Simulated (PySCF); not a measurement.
Record of a relaxation.

Compound: C5H10S.
Bonds: C1–S2, S2–C3, C3–C4 (double), C4–C5, C4–C6. Hydrogens: H7, H8, H9 on C1; H10 on C3; H11, H12, H13 on C5; H14, H15, H16 on C6.

Method: PySCF, PBE0-D3(BJ)/def2-SVP geometry optimisation, gas phase; density fitting, grid level 1; the optimiser is geomeTRIC in internal coordinates, started from a GFN2-xTB structure. The frame can shift and turn from step to step; on so coarse a grid that alone can change the energy by a few meV, and forces under 0.02 eV/Å are noise.

Step 0: E = -16165.9636 eV, largest atomic force 0.981 eV/Å
```
atom  x, y, z in Å  |  force x, y, z in eV/Å
C1      3.002    0.709   -0.107   -0.683  -0.340  -0.319
S2      1.635   -0.104   -0.985    0.090   0.047   0.055
C3      0.346    0.188    0.183    0.817  -0.063  -0.539
C4     -0.914   -0.209    0.041   -0.833  -0.192   0.070
C5     -1.940    0.089    1.093    0.491  -0.060  -0.355
C6     -1.402   -0.971   -1.150    0.354   0.304   0.394
H7      3.162    0.221    0.850    0.177  -0.129   0.395
H8      3.883    0.599   -0.732    0.385  -0.018  -0.218
H9      2.771    1.762    0.028    0.036   0.442   0.093
H10     0.677    0.737    1.050    0.037   0.298   0.548
H11    -2.367   -0.838    1.474   -0.256  -0.351   0.202
H12    -1.508    0.642    1.923    0.106   0.217   0.363
H13    -2.753    0.677    0.667   -0.410   0.232  -0.110
H14    -2.196   -0.418   -1.652   -0.340   0.168  -0.250
H15    -0.593   -1.142   -1.855    0.218  -0.153  -0.385
H16    -1.810   -1.933   -0.841   -0.189  -0.404   0.055
```

Step 1: E = -16166.0170 eV, largest atomic force 0.138 eV/Å
```
atom  x, y, z in Å  |  force x, y, z in eV/Å
C1      2.940    0.803    0.081    0.057   0.034   0.040
S2      1.577   -0.004   -0.778   -0.003  -0.018  -0.035
C3      0.287    0.280    0.380   -0.039   0.053   0.121
C4     -0.986   -0.126    0.238    0.119   0.009  -0.043
C5     -2.009    0.170    1.289   -0.082   0.010   0.059
C6     -1.460   -0.888   -0.959   -0.062  -0.043  -0.049
H7      3.139    0.326    1.053    0.005   0.013  -0.038
H8      3.831    0.691   -0.555   -0.049   0.000   0.023
H9      2.743    1.876    0.226    0.016  -0.033  -0.013
H10     0.587    0.836    1.277   -0.016  -0.036  -0.059
H11    -2.454   -0.762    1.683    0.013   0.032  -0.011
H12    -1.585    0.729    2.135   -0.005  -0.012  -0.019
H13    -2.845    0.762    0.873    0.025  -0.020   0.016
H14    -2.269   -0.341   -1.475    0.023  -0.026   0.014
H15    -0.658   -1.072   -1.688   -0.011   0.004   0.012
H16    -1.879   -1.865   -0.660    0.009   0.033  -0.019
```

Step 2: E = -16166.0174 eV, largest atomic force 0.067 eV/Å
```
atom  x, y, z in Å  |  force x, y, z in eV/Å
C1      2.944    0.801    0.074    0.000   0.005   0.011
S2      1.566   -0.001   -0.769    0.053   0.020   0.012
C3      0.283    0.288    0.397   -0.025  -0.035  -0.051
C4     -0.987   -0.124    0.243    0.002   0.021   0.037
C5     -2.019    0.167    1.290   -0.030  -0.006   0.003
C6     -1.452   -0.886   -0.959   -0.010   0.001   0.006
H7      3.153    0.325    1.044    0.001  -0.002  -0.003
H8      3.823    0.681   -0.572   -0.002  -0.003  -0.005
H9      2.757    1.875    0.218    0.001  -0.001  -0.003
H10     0.581    0.843    1.293   -0.003  -0.006  -0.011
H11    -2.461   -0.765    1.680    0.003   0.001  -0.001
H12    -1.600    0.727    2.139    0.004  -0.001  -0.003
H13    -2.853    0.756    0.871    0.002  -0.001   0.000
H14    -2.260   -0.343   -1.480    0.003   0.002   0.005
H15    -0.645   -1.066   -1.683   -0.002   0.000   0.001
H16    -1.870   -1.865   -0.666    0.003   0.003   0.004
```

Step 3: E = -16166.0177 eV, largest atomic force 0.038 eV/Å
```
atom  x, y, z in Å  |  force x, y, z in eV/Å
C1      2.950    0.807    0.082   -0.038  -0.007   0.004
S2      1.579    0.002   -0.771   -0.017  -0.006  -0.004
C3      0.283    0.282    0.386    0.009  -0.007  -0.015
C4     -0.988   -0.127    0.238   -0.012  -0.011  -0.016
C5     -2.016    0.168    1.290    0.020  -0.005  -0.019
C6     -1.463   -0.890   -0.961    0.020   0.017   0.020
H7      3.157    0.331    1.051   -0.001  -0.008   0.015
H8      3.831    0.689   -0.562    0.017  -0.006  -0.020
H9      2.760    1.880    0.225   -0.007   0.015   0.003
H10     0.579    0.837    1.281    0.012   0.019   0.030
H11    -2.458   -0.764    1.683   -0.001  -0.015   0.003
H12    -1.592    0.727    2.135    0.005   0.005   0.008
H13    -2.851    0.757    0.874   -0.007   0.008  -0.010
H14    -2.271   -0.346   -1.477   -0.010   0.013  -0.004
H15    -0.660   -1.073   -1.689    0.011   0.001  -0.005
H16    -1.880   -1.867   -0.664   -0.003  -0.013   0.010
```

Step 4: E = -16166.0179 eV, largest atomic force under 0.02 eV/Å
```
atom  x, y, z in Å  |  force x, y, z in eV/Å
C1      2.945    0.805    0.079    0.004   0.002   0.001
S2      1.575    0.000   -0.772   -0.002   0.000  -0.001
C3      0.285    0.284    0.388   -0.008   0.004   0.014
C4     -0.986   -0.126    0.240    0.002  -0.004  -0.009
C5     -2.017    0.167    1.289    0.004   0.004   0.006
C6     -1.458   -0.888   -0.959   -0.004  -0.004  -0.007
H7      3.152    0.328    1.049    0.000   0.001  -0.002
H8      3.827    0.687   -0.565    0.000   0.001   0.002
H9      2.755    1.879    0.223    0.001  -0.001  -0.001
H10     0.582    0.839    1.284    0.001   0.000  -0.001
H11    -2.458   -0.766    1.681    0.002   0.001  -0.001
H12    -1.596    0.727    2.137   -0.001   0.000   0.001
H13    -2.851    0.756    0.871    0.002  -0.001   0.000
H14    -2.267   -0.343   -1.476    0.001  -0.001   0.000
H15    -0.654   -1.069   -1.686   -0.001   0.000  -0.001
H16    -1.875   -1.866   -0.662    0.001   0.001  -0.001
```

Q: Summarise the path.

A: The energy falls by 5.24 kJ/mol from step 0 to step 4; nine tenths of that is first reached at step 1. It falls at every step. The largest force goes from 0.981 to under 0.02 eV/Å. Among the bonds C3–H10 changes most, from 1.079 to 1.095 Å; the atoms move by 0.031 Å rms after alignment.

The cost below is that of the whole optimisation. Time: 25 s wall; peak memory 0.60 GiB. Hardware: one thread, Intel Xeon Platinum 8488C (x86_64), no GPU, shared host with 192 logical CPUs at a one-minute load of 17.
